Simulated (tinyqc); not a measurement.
Ways to converge the cycle: SCF convergence aids in the sto-6g basis, for NH, spin multiplicity 3. Computed by the program tinyqc with PySCF. UHF with one setting changed at a time; a run stops when the energy changes by less than 1e-09 hartree and the error matrix is below 1e-5. The start is random orbitals. Damping d keeps d of the old density; a shift (hartree) raises the virtual levels; DIIS n extrapolates F over n matrices.

Geometry (angstrom):

| atom | x | y | z |
|---|---|---|---|
| N | 0.0000 | 0.0000 | 0.0000 |
| H | 0.0000 | 0.0000 | 1.3160 |

lowest solution found by these runs and by PySCF with stability checks = -54.765916 hartree

Largest element of the error matrix X^T (FDS - SDF) X:

| iteration | plain | damping 0.3 | damping 0.6 | shift 0.4 | DIIS 3 | DIIS 8 |
|---|---|---|---|---|---|---|
| 1 | 4.8e+00 | 4.8e+00 | 4.8e+00 | 4.8e+00 | 4.8e+00 | 4.8e+00 |
| 2 | 2.5e-01 | 1.3e+00 | 2.7e+00 | 2.3e-01 | 2.5e-01 | 2.5e-01 |
| 3 | 8.2e-02 | 3.4e-01 | 1.5e+00 | 1.9e-01 | 8.2e-02 | 8.2e-02 |
| 4 | 5.9e-02 | 1.0e-01 | 8.8e-01 | 1.0e-01 | 5.8e-02 | 5.8e-02 |
| 5 | 4.4e-02 | 6.6e-02 | 5.1e-01 | 8.6e-02 | 3.2e-02 | 3.2e-02 |
| 6 | 3.2e-02 | 5.5e-02 | 3.0e-01 | 7.3e-02 | 1.0e-02 | 9.9e-03 |
| 8 | 1.7e-02 | 4.2e-02 | 1.1e-01 | 5.2e-02 | 3.3e-03 | 2.7e-03 |
| 10 | 8.6e-03 | 2.8e-02 | 5.3e-02 | 3.9e-02 | 1.4e-03 | 3.5e-04 |
| 14 | 2.0e-03 | 1.1e-02 | 4.0e-02 | 1.8e-02 | 3.7e-05 | 2.0e-06 |
| 20 | 6.1e-04 | 3.9e-03 | 2.1e-02 | 5.0e-03 | - | - |
| 30 | 1.0e-04 | 1.2e-03 | 6.0e-03 | 1.5e-03 | - | - |
| 45 | - | 2.1e-04 | 2.2e-03 | 2.6e-04 | - | - |
| 60 | - | 3.3e-05 | 8.4e-04 | 4.3e-05 | - | - |

How each run ends:

| run | iterations | E (hartree) | state |
|---|---|---|---|
| plain | 44 | -54.765916 | lowest found |
| damping 0.3 | >60 | -54.765916 | falls steadily but slowly, by a factor of about 0.89 a step |
| damping 0.6 | >60 | -54.765904 | falls steadily but slowly, by a factor of about 0.94 a step |
| shift 0.4 | >60 | -54.765916 | falls steadily but slowly, by a factor of about 0.89 a step |
| DIIS 3 | 18 | -54.765916 | lowest found |
| DIIS 8 | 14 | -54.765916 | lowest found |

What does the comparison show, and why?

3 of 6 runs reach the lowest solution found, in 14 to 44 iterations (fastest: DIIS 8). Not converged: damping 0.3, damping 0.6, shift 0.4. Plain steps already contract here, so damping only slows them. DIIS 3 and DIIS 8 gain by cancelling the error over several earlier matrices, much as a quasi-Newton step does.
